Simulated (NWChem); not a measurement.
Everything below was run with NWChem. System: H2Si, charge 0, spin multiplicity 1, at a geometry optimised with PBE/def2-SVP. The structure started from a generated list of species. Level: CCSD(T)/def2-TZVP, 5 core orbitals frozen.

Output (cleaned and shortened):

```
             Northwest Computational Chemistry Package (NWChem) 7.3.0
             --------------------------------------------------------

                                NWChem Input Module
                                -------------------

 Scaling coordinates for geometry "geometry" by  1.889725989
 (inverse scale =  0.529177249)

 Turning off AUTOSYM since
 SYMMETRY directive was detected!

                             Geometry "geometry" -> ""
                             -------------------------

 Output coordinates in angstroms (scale by  1.889725989 to convert to a.u.)

  No.       Tag          Charge          X              Y              Z
 ---- ---------------- ---------- -------------- -------------- --------------
    1 Si                  14.0000     0.00000000     0.00000000     0.13632200
    2 H                    1.0000     1.10006300     0.00000000    -0.95425700
    3 H                    1.0000    -1.10006300     0.00000000    -0.95425700

 Effective nuclear repulsion energy (a.u.)       9.8058239372

            Nuclear Dipole moment (a.u.)
            ----------------------------
        X                 Y               Z
 ---------------- ---------------- ----------------
     0.0000000000     0.0000000000    -0.0000113384

      Symmetry information
      --------------------

 Group name             C2v
 Group number             16
 Group order               4
 No. of unique centers     2

      Symmetry unique atoms

     1    2


 Summary of "ao basis" -> "" (spherical)
 ------------------------------------------------------------------------------
       Tag                 Description            Shells   Functions and Types
 ---------------- ------------------------------  ------  ---------------------
 *                         def2-tzvp                  on all atoms

 Summary of "ao basis" -> "ao basis" (spherical)
 ------------------------------------------------------------------------------
       Tag                 Description            Shells   Functions and Types
 ---------------- ------------------------------  ------  ---------------------
 Si                        def2-tzvp                13       37   5s5p2d1f
 H                         def2-tzvp                 4        6   3s1p

                                 NWChem SCF Module
                                 -----------------

  ao basis        = "ao basis"
  functions       =    49
  atoms           =     3
[...]
     2   0 1 1     -0.000000      0.000000      0.000000
     2   0 0 2    -13.960417      0.000000      7.432758

                   NWChem Extensible Many-Electron Theory Module
                   ---------------------------------------------


            General Information
            -------------------
      Number of processors :     1
         Wavefunction type : Restricted Hartree-Fock
          No. of electrons :    16
           Alpha electrons :     8
            Beta electrons :     8
           No. of orbitals :    98
            Alpha orbitals :    49
             Beta orbitals :    49
        Alpha frozen cores :     5
         Beta frozen cores :     5
     Alpha frozen virtuals :     0
      Beta frozen virtuals :     0
         Spin multiplicity : singlet
    Number of AO functions :    49
       Number of AO shells :    21
        Use of symmetry is : on
      Symmetry adaption is : on
         Schwarz screening : 0.10D-09

          Correlation Information
          -----------------------
          Calculation type : Coupled-cluster singles & doubles w/ perturbation
   Perturbative correction : (T)
            Max iterations :      100
        Residual threshold : 0.10D-05
     T(0) DIIS level shift : 0.00D+00
     L(0) DIIS level shift : 0.00D+00
     T(1) DIIS level shift : 0.00D+00
     L(1) DIIS level shift : 0.00D+00
     T(R) DIIS level shift : 0.00D+00
     T(I) DIIS level shift : 0.00D+00
   CC-T/L Amplitude update :  5-th order DIIS
                I/O scheme : Global Array Library
        L-threshold :  0.10D-05
        EOM-threshold :  0.10D-05
 no EOMCCSD initial starts read in
 TCE RESTART OPTIONS
 SLICE:      F
 D4D5:       F
 quantumc:   F
 qrotation:  F
 pwtce:      F
 qducc:      F
 nacto:                         0
 nrotv:                         0
 nrot:                          0

            Memory Information
            ------------------
          Available GA space size is     249034399 doubles
          Available MA space size is     104853452 doubles

 Maximum block size supplied by input
 Maximum block size        24 doubles

 tile_dim =     16

 -------------------------------------------------

 Global array virtual files algorithm will be used

 Parallel file system coherency ......... OK

 4-electron integrals stored in orbital form

 v2    file size   =           312544
 4-index algorithm nr.  13 is used
 imaxsize =       30
 imaxsize ichop =        0


CCSD iterations
 ---------------------------------------------------------
 Iter          Residuum       Correlation     Cpu    Wall
 ---------------------------------------------------------
    1   0.1061033600319  -0.1023996027947     0.1     0.1
    2   0.0365137716842  -0.1223541616830     0.1     0.1
    3   0.0163180557583  -0.1275571227828     0.1     0.1
    4   0.0084621054875  -0.1294041736332     0.1     0.1
    5   0.0048181094424  -0.1301875505491     0.1     0.1
    6   0.0009302851592  -0.1310341679648     0.1     0.1
    7   0.0004968240196  -0.1310050353996     0.1     0.1
    8   0.0003219886276  -0.1310069281360     0.1     0.1
    9   0.0002144838230  -0.1310085194152     0.1     0.1
   10   0.0001445057494  -0.1310105934658     0.1     0.1
   11   0.0000115543356  -0.1310161846063     0.1     0.1
   12   0.0000044628354  -0.1310173082625     0.1     0.1
   13   0.0000023280355  -0.1310176376690     0.1     0.1
   14   0.0000013241020  -0.1310177723336     0.1     0.1
   15   0.0000007836839  -0.1310178381582     0.1     0.1
 -----------------------------------------------------------------
 Iterations converged
 CCSD correlation energy / hartree =        -0.131017838158165
 CCSD total energy / hartree       =      -290.156017831026077

 Singles contributions

 Doubles contributions
 CCSD(T)
 Using plain CCSD(T) code
             total no. of tasks           80
 total no. of tasks / no. procs           80
                         wl_min          192           2.4
                         wl_max        32768           5.7
        thresh for no. of tasks           80

 CCSD[T]  correction energy / hartree =        -0.003622111280493
 CCSD[T] correlation energy / hartree =        -0.134639949438658
 CCSD[T] total energy / hartree       =      -290.159639942306569
 CCSD(T)  correction energy / hartree =        -0.003529429230817
 CCSD(T) correlation energy / hartree =        -0.134547267388982
 CCSD(T) total energy / hartree       =      -290.159547260256886

 Task  times  cpu:        3.0s     wall:        3.0s

 Total times  cpu:        3.1s     wall:        3.1s
```

### Question
Write an NWChem input that would produce this output.

### Answer
One answer among several that fit: 
```
start mol
memory heap 100 mb stack 700 mb global 1900 mb
geometry units angstroms nocenter noautoz
  Si     0.000000     0.000000     0.136322
  H      1.100063     0.000000    -0.954257
  H     -1.100063     0.000000    -0.954257
  symmetry group C2v
end
basis spherical
  * library def2-tzvp
end
scf
  rhf
  nopen 0
  maxiter 100
  thresh 1e-7
  semidirect memsize 60000000 filesize 0
end
tce
  freeze core 5
  ccsd(t)
  2eorb
  2emet 13
  thresh 1e-6
  maxiter 100
  tilesize 24
end
task tce energy
```
